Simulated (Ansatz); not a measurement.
Reaction: C3H4 (SMILES C=C=C) → C3H4 (parent SMILES C(=C)=C, triplet)
Each species at its own B3LYP-D3(BJ)/def2-TZVP minimum (Ansatz, a quantum-chemistry and plane-wave program).

Total energies in hartree (Ansatz). Open shells are spin-unrestricted; no spin-orbit coupling. Cores are frozen in correlated methods. No relativity. The UHF reference of C3H4 (parent SMILES C=C=C, triplet) is spin-contaminated (<S^2> up to 0.12 over the pure value in the sets run). The spin of C3H4 (parent SMILES C=C=C, triplet) was assumed, and the state is the lowest solution found for it.

| species | HF/cc-pVTZ | CCSD(T)/cc-pVTZ | HF/cc-pVQZ | CCSD(T)/cc-pVQZ | CCSD(T)/cc-pVDZ | CCSDT(Q)/cc-pVDZ |
|---|---|---|---|---|---|---|
| 1: C3H4 (propa-1,2-diene, SMILES C=C=C) | -115.90585 | -116.43320 | -115.91336 | -116.46652 | -116.31406 | -116.31602 |
| 2: C3H4 (parent SMILES C=C=C, triplet) | -115.85830 | -116.34915 | -115.86575 | -116.38168 | -116.23392 | -116.23643 |

Work out the adiabatic triplet-singlet gap (electronic) in kJ/mol: take Hartree-Fock from cc-pVQZ, extrapolate the CCSD(T) correlation energy as X^-3 (X = 3, 4), and add CCSDT(Q) - CCSD(T) in cc-pVDZ. 1 hartree = 2625.5 kJ/mol.


Species 1: correlation (64·(-0.55316) - 27·(-0.52735))/37 = -0.57199; step -0.00196; E1 = -115.91336 + (-0.57199) + (-0.00196) = -116.48731
Species 2: correlation (64·(-0.51593) - 27·(-0.49085))/37 = -0.53423; step -0.00251; E2 = -115.86575 + (-0.53423) + (-0.00251) = -116.40249
-1·E1 +1·E2 = 0.08482 hartree = 222.7 kJ/mol.
